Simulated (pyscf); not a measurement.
Optimised with ωB97X-D3(BJ)/def2-SVP in PySCF.

Problem. O=CH–CH=CH–CH₂–CH=O -> cyclic C₄H₄O (SMILES c1ccoc1) + H₂C=O
Surface: singlet. Broken: C–C, C–H. Formed: C–O, C–H. Give ΔE‡ and ΔE from ωB97M-D3(BJ)/def2-TZVP, relative to the reactant's lowest minimum found.

Solution. ΔE‡ = 380.5 kJ/mol, ΔE = +58.0 kJ/mol. Zero-point energy shifts the barrier by -16.3 kJ/mol. It is a concerted two-bond exchange, with an imaginary mode of 897i cm⁻¹. The same reactants have a lower exit, to H₂C=CH–CH•–CH=O + •HC=O (no saddle counted: cutting one bond costs +286.4 kJ/mol at ωB97M-D3(BJ), against +380.5 kJ/mol here). One saddle was located; it need not be the lowest between these sides.
